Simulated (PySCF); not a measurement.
Molecule (SMILES): N#N (N2).
Geometry (B3LYP-D3(BJ)/def2-TZVP, fixed):
```xyz
2

N      0.0000     0.0000    -0.5454
N      0.0000     0.0000     0.5454
```
Charge 0, spin multiplicity 1.

How fast the lowest singlet excitation energy converges with the basis for several methods (PySCF): deviation from each method's own reference, in eV. References: CAM-B3LYP 9.603 eV, the value in d-aug-cc-pVTZ; PBE 9.303 eV, the value in d-aug-cc-pVTZ; PBE0 9.532 eV, the value in d-aug-cc-pVTZ. All functions are spherical. Density fitting with generated auxiliary sets. No added dispersion term, no relativity. Tamm-Dancoff approximation, the state taken by its order.

```tsv
basis	functions	CAM-B3LYP	PBE	PBE0
STO-3G	10	-0.202	0.032	-0.130
3-21G	18	-0.257	-0.096	-0.231
pcseg-0	18	-0.165	-0.036	-0.175
6-31G	18	-0.293	-0.153	-0.271
d-aug-cc-pVDZ	64	-0.005	-0.003	0.003
aug-pcseg-2	92	-0.002	-0.003	-0.002
d-aug-cc-pVTZ	124	0.000	0.000	0.000
aug-pcseg-3	170	-0.004	-0.004	-0.004
```
